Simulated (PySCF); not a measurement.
**From one method to the next for Al2 (triplet)**

Aim: see what other levels and later steps give for Al2 (triplet).

The runs use PySCF 2.14.0; method and basis as typed in the scripts.

4 further runs of the same task are left out: 4 that didn't finish.

### 1 The system as given

Al2 (triplet): 2 atoms, charge 0, spin multiplicity 3.

Bond lengths: Al1–Al2 2.510 Å.

### 2 The base run

Contents of input.py:

```python
from pyscf import gto, scf, cc

mol = gto.M(
    atom='Al 0 0 0; Al 0 0 2.51',
    basis='def2-svp',
    charge=0,
    spin=2,
    symmetry=True,
    verbose=4,
)
mf = scf.UHF(mol)
mf.kernel()
mycc = cc.CCSD(mf)
mycc.kernel()
mycc.ccsd_t()
mf.dip_moment()
print('orbital energies (hartree):', [e[max(0, n-3):n+3].round(4) for e, n in zip(mf.mo_energy, mol.nelec)])
```

On the command line:

```
$ OMP_NUM_THREADS=1 python input.py
```

### 3 Population analysis

Edit 1 changes step after the SCF: ccsd(t) → analyze.

Contents of input.py:

```python
from pyscf import gto, scf

mol = gto.M(
    atom='Al 0 0 0; Al 0 0 2.51',
    basis='def2-svp',
    charge=0,
    spin=2,
    symmetry=True,
    verbose=4,
)
mf = scf.UHF(mol)
mf.kernel()
mf.analyze()
print('orbital energies (hartree):', [e[max(0, n-3):n+3].round(4) for e, n in zip(mf.mo_energy, mol.nelec)])
```

### 4 Pbe0 (UKS)

Edit 2 changes functional: none (Hartree–Fock) → pbe0; SCF type: UHF → UKS; step after the SCF: ccsd(t) → analyze.

Contents of input.py:

```python
from pyscf import gto, dft

mol = gto.M(
    atom='Al 0 0 0; Al 0 0 2.51',
    basis='def2-svp',
    charge=0,
    spin=2,
    symmetry=True,
    verbose=4,
)
mf = dft.UKS(mol, xc='pbe0')
mf.kernel()
mf.analyze()
print('orbital energies (hartree):', [e[max(0, n-3):n+3].round(4) for e, n in zip(mf.mo_energy, mol.nelec)])
```

### 5 NEVPT2 (ROHF)

Edit 3 changes step after the SCF: ccsd(t) → nevpt2; SCF type: UHF → ROHF; active space: none → 4 electrons in 6 orbitals.

Contents of input.py:

```python
from pyscf import gto, scf, mcscf, mrpt

mol = gto.M(
    atom='Al 0 0 0; Al 0 0 2.51',
    basis='def2-svp',
    charge=0,
    spin=2,
    symmetry=True,
    verbose=4,
)
mf = scf.ROHF(mol)
mf.kernel()
mc = mcscf.CASSCF(mf, 6, 4)
mc.kernel()
mc.analyze()
mrpt.NEVPT(mc).kernel()
mf.dip_moment()
print('orbital energies (hartree):', mf.mo_energy[..., max(0, mol.nelec[1]-3):mol.nelec[0]+3].round(4))
```

### 6 MP2

Edit 4 changes step after the SCF: ccsd(t) → mp2; frozen orbitals: none → 10.

input.py: that of step 2 with these lines changed.

```diff
@@ -1,2 +1,2 @@
-from pyscf import gto, scf, cc
+from pyscf import gto, scf, mp
 
@@ -12,5 +12,3 @@
 mf.kernel()
-mycc = cc.CCSD(mf)
-mycc.kernel()
-mycc.ccsd_t()
+mp.MP2(mf, frozen=10).kernel()
 mf.dip_moment()
```

### 7 Slater, (UKS)

Edit 5 changes functional: none (Hartree–Fock) → slater,; SCF type: UHF → UKS; step after the SCF: ccsd(t) → analyze.

Contents of input.py:

```python
from pyscf import gto, dft

mol = gto.M(
    atom='Al 0 0 0; Al 0 0 2.51',
    basis='def2-svp',
    charge=0,
    spin=2,
    symmetry=True,
    verbose=4,
)
mf = dft.UKS(mol, xc='slater,')
mf.kernel()
mf.analyze()
print('orbital energies (hartree):', [e[max(0, n-3):n+3].round(4) for e, n in zip(mf.mo_energy, mol.nelec)])
```

### 8 Wb97 (UKS)

Edit 6 changes functional: none (Hartree–Fock) → wb97; SCF type: UHF → UKS; step after the SCF: ccsd(t) → analyze.

Contents of input.py:

```python
from pyscf import gto, dft

mol = gto.M(
    atom='Al 0 0 0; Al 0 0 2.51',
    basis='def2-svp',
    charge=0,
    spin=2,
    symmetry=True,
    verbose=4,
)
mf = dft.UKS(mol, xc='wb97')
mf.kernel()
mf.analyze()
print('orbital energies (hartree):', [e[max(0, n-3):n+3].round(4) for e, n in zip(mf.mo_energy, mol.nelec)])
```

Q: Predict the outcome of this session. Wanted: for each run, E(SCF); from base; gap, α spin; after the SCF.

The runs gave:

| run | E(SCF) (hartree) | from base (eV) | cycles | gap, α spin (eV) | after the SCF |
| --- | --- | --- | --- | --- | --- |
| base | -483.592623 | 0 | 10 | 5.90 | CCSD(T) correlation -3.669 eV |
| population analysis | -483.592623 | 0.0000 | 10 | 5.90 | n/a |
| pbe0 (UKS) | -484.382390 | not comparable | 9 | 1.67 | n/a |
| NEVPT2 (ROHF) | -483.589046 | +0.0973 | 7 | n/a | NEVPT2 correlation -3.355 eV (from the SCF energy, the CASSCF gain included) |
| MP2 | -483.592623 | 0.0000 | 10 | 5.90 | MP2 correlation -2.347 eV, core frozen |
| slater, (UKS) (poor choice) | -480.581202 | not comparable | 8 | 0.35 | n/a |
| wb97 (UKS) | -484.556569 | not comparable | 9 | 5.37 | n/a |

In words: A lower total energy from another functional means nothing by itself. Rows marked «poor choice» come from settings spoiled on purpose.
